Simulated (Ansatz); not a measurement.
Compare A (`C=C(Cl)C(C)O`) with its isomer B (`C/C(O)=C(\C)Cl`).

Gas-phase electronic energies from Ansatz, PBE0-D4/def2-TZVP geometries. CCSD(T)/CBS adds triple-zeta CCSD(T) − MP2 to the extrapolated MP2 energy (def2 sets, frozen cores). Functionals use def2-TZVPP. B3LYP here is the variant with VWN-RPA as its local correlation; programs differ in this. One conformer a species, not always the lowest.

Q: Which isomer does CCSD(T)/CBS put lower? Give the gap. (Estimate.)

A: Computed: B, by 35.6 kJ/mol.

Q: Give E(B) − E(A) in kJ/mol with MP2/def2-TZVPP, r2SCAN-D4, PBE0-D4, HF/def2-TZVPP, CCSD/def2-TZVPP, ωB97M-V, B3LYP. (Best estimate.)

A: Computed: MP2/def2-TZVPP -38.0, r2SCAN-D4 -47.3, PBE0-D4 -47.6, HF/def2-TZVPP -30.9, CCSD/def2-TZVPP -32.9, ωB97M-V -38.8, B3LYP -44.0. None reverses the order clearly.

Largest T1 diagnostic: 0.011.

From PBE to PBE0 (25 % exact exchange), in def2-TZVPP and without D4, E(B) − E(A) moves by +3.2 kJ/mol. In def2-TZVPP, CCSD(T) changes the Hartree–Fock value by −3.8 kJ/mol (the triples alone add −1.8 kJ/mol) and MP2 by −7.2 kJ/mol.
